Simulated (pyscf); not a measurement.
**Substitution at C: Cl–C(Cl)(Cl)–Cl + CH₃• -> Cl• + H₃C–C(Cl)(Cl)–Cl**

Gas phase, doublet surface, charge 0. Bonds broken: Cl1–C2. Bonds formed: C2–C6. Single points on ωB97X-D3(BJ)/def2-SVP structures (PySCF, gas phase).

Transition state (Å):

```xyz
9

Cl     1.4084     1.6472    -1.6804
C      0.0685     0.5720    -0.0732
Cl     0.9038     1.4240     1.2113
Cl    -1.3722     1.2652    -0.7924
Cl     0.6529    -0.9902    -0.6131
C     -1.1368    -0.3955     1.3727
H     -1.7688    -1.0140     0.7297
H     -0.3743    -0.9167     1.9576
H     -1.6151     0.4654     1.8476
```

One imaginary mode, 1107i cm⁻¹; descent along it reached the two sides named.

```csv
bond,change,reactant side (Å),saddle,product side
Cl1–C2,breaks,1.767,2.353,3.5
C2–C6,forms,3.7,2.116,1.517
```

Electronic energies relative to the separated reactants (eV):

```tsv
level	barrier	reaction energy	reverse barrier
ωB97X-D3(BJ)/def2-TZVP	2.37	-0.95	3.32
PBE/def2-TZVP	1.91	-0.74	2.65
r²SCAN/def2-TZVP	2.05	-0.73	2.78
B3LYP-D3(BJ)/def2-TZVP	2.05	-0.92	2.98
PBE0-D3(BJ)/def2-TZVP	2.17	-0.89	3.06
M06-2X/def2-TZVP	2.25	-0.97	3.22
ωB97M-D3(BJ)/def2-TZVP	2.33	-0.97	3.30
HF/def2-TZVP	3.04	-1.22	4.26
```

With ωB97M-D3(BJ)/def2-TZVP energies and thermal terms (ideal gas, 1 atm, RRHO with modes under 100 cm⁻¹ raised to 100, one conformer, R ln 2 for rigid chiral ones), in eV:

```tsv
T (K)	ΔH‡	ΔG‡	ΔH	ΔG
298	2.42	2.83	-0.78	-0.69
600	2.42	3.25	-0.79	-0.60
900	2.44	3.66	-0.79	-0.51
1200	2.46	4.07	-0.76	-0.41
```

One saddle was located; it need not be the lowest between these sides. The angle at the attacked C is 180°. An unrestricted DFT solution here is markedly spin-contaminated. Left out: orbital degeneracy and the spin-orbit lowering of Cl.
